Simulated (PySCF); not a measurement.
Neon: a sound run and one with changed settings

Sound run: Ne [Ne], Ne⁺ [He] 2s2 2p5. Calculation: PySCF 2.14, in def2-TZVP (5s3p2d1f, 31 functions); no relativity, point nucleus. In the sound run the correlated levels freeze 1s2. The sound run starts from symmetry-adapted Hartree-Fock orbitals and uses a fine grid where one is needed.

Changed run: initial guess 1e, at most 50 SCF cycles.

| species | method | sound run (hartree) | changed run (hartree) | converged |
| --- | --- | --- | --- | --- |
| Ne | UHF | -128.54149 | -128.54149 | yes |
| Ne | B3LYP | -128.97303 | -128.97303 | yes |
| Ne | CCSD(T) | -128.80984 | -128.80984 | yes |
| Ne⁺ | M06-L | -128.17311 | -128.17311 | yes |
| Ne⁺ | MP2 | -128.01175 | -128.01175 | yes |

Here the plain start reaches the same solutions.
